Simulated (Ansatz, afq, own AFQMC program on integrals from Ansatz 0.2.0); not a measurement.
# Where AFQMC and coupled cluster stand for VNH2⁺, octet

```xyz
4

V     0.0000    0.0000    0.5412
N     0.0000    0.0000   -1.6448
H     0.0000    0.8259   -2.2485
H     0.0000   -0.8259   -2.2485
```

Connectivity, by distances: V–NH2.

Basis def2-SVP. Only valence electrons are correlated. AFQMC by an in-house program on the Cholesky factors that Ansatz 0.2.0 writes for its CCSD(T) run. ph-AFQMC/CISD is guided by a CISD state made of CCSD amplitudes; releasing the constraint for a short imaginary time cuts its bias at the price of noise, slowly where states lie close. Error bars are statistical, one sigma. The metal's outer-core s and p shells are frozen, which shifts wave-function levels against functionals.

Determinant: UHF, the one that the program's search chose, which needn't be the lowest solution. The geometry is a PBE0/def2-TZVP stationary point of this or a neighbouring charge and spin state.

No full CI on the walks' own integrals is used here; CCSDT(Q) serves as the reference and is uncertain by about the last step of the cluster series.

Cautions: no relativity below Rb; outer-core shells of the metal frozen; another spin lies lower (by 8.87 eV); the released energies move by 1.5 errors or more from one time to the next, so no released level is given (meV from the phaseless value at times in 1/Eh: -6.4 ± 1.9 at 0.60, -9 ± 3 at 1.20, -34 ± 21 at 2.00, -11 ± 8 at 3.00, -23 ± 7 at 4.20), though the last usable value meets CCSDT(Q) within the noise.

```
T1 diagnostic                               : 0.0204
weight of the determinant in the CISD state : 0.928
⟨S²⟩ of the determinant                     : 15.762
size of the correlated space                : 11 electrons in 45 orbitals
```

Reference: CCSDT(Q), correlation energy -4.875 eV.

```tsv
level	E − E(reference) (mEh)	share of correlation (%)
HF	179.14	0.00
MP2	30.60	82.92
CCSD	3.56	98.01
CCSD(T)	0.80	99.55
CCSDT	0.13	99.93
ph-AFQMC/CISD	0.45 ± 0.06	99.75
```

A walk keeps the symmetry of its determinant, which the program's search chose and which needn't be the lowest solution, so a lower state of the same spin and another symmetry isn't excluded.
